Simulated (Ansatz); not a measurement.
`COC#CN` → `NCC=C=O`  (isomerisation)

Program: Ansatz. Geometries: PBE0-D4/def2-TZVP. ΔE: electronic, gas phase. CCSD(T)/CBS adds triple-zeta CCSD(T) − MP2 to the extrapolated MP2 energy (def2 sets, frozen cores). DFT in def2-TZVPP. HSE06 is defined as in plane-wave codes. Each species was taken in one conformer, which may not be the lowest.

| level | ΔE (kcal/mol) |
| --- | --- |
| BLYP-D4 | -41.8 |
| HSE06-D4 | -41.8 |
| BLYP | -40.9 |
| MP2/def2-TZVPP | -42.4 |

Question: What does CCSD(T)/CBS give? (Best estimate.)

Answer: The calculation gave: -41.3 kcal/mol. The listed levels differ from it by -0.5, -0.5, 0.4, -1.1 kcal/mol.

Largest T1 diagnostic among the species: 0.014.

In def2-TZVPP, CCSD(T) changes the Hartree–Fock value by −2.1 kcal/mol (the triples alone add −0.8 kcal/mol) and MP2 by −2.4 kcal/mol. Leaving LDA and LC-ωPBE aside and taking each functional with its dispersion term where it has one, the values, not all of them listed here, spread over 4.9 kcal/mol, from B97M-V to CAM-B3LYP-D4. LDA lies +2.9 kcal/mol from PBE without D4. At CCSD(T), def2-SVP lies −1.0 kcal/mol from the extrapolated value and def2-TZVPP −0.7 kcal/mol.
